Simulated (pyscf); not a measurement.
**Routes from H₃Si–PH₂ + SiH₄**

Candidate steps break at most two bonds and form at most two. Each was searched with GFN2-xTB (tblite) first. Single points on ωB97X-D3(BJ)/def2-SVP structures (PySCF, gas phase). Energies: ωB97M-D3(BJ)/def2-TZVP, kJ/mol, from the separated reactants, singlet surface; ΔG‡ with ideal gas, 1 atm, RRHO with modes under 100 cm⁻¹ raised to 100, one conformer, R ln 2 for chiral ones without a mode under 150 cm⁻¹.

| products | type | ΔE‡ | ΔE | ΔG‡ 298 K | ΔG‡ 900 K | ν‡ (cm⁻¹) |
|---|---|---|---|---|---|---|
| H₃Si–PH–SiH₃ + H₂ | four-centre exchange | 266.4 | -2.1 | 299.3 | 376.7 | 1646i |
| H₃Si–SiH₂–PH₂ + H₂ | four-centre exchange | 294.7 | +21.8 | 333.4 | 414.0 | 1366i |

Plain bond fissions and candidates not yet searched are not listed, and one of them may be faster. Each barrier is that of the saddle found; lower ones may exist.
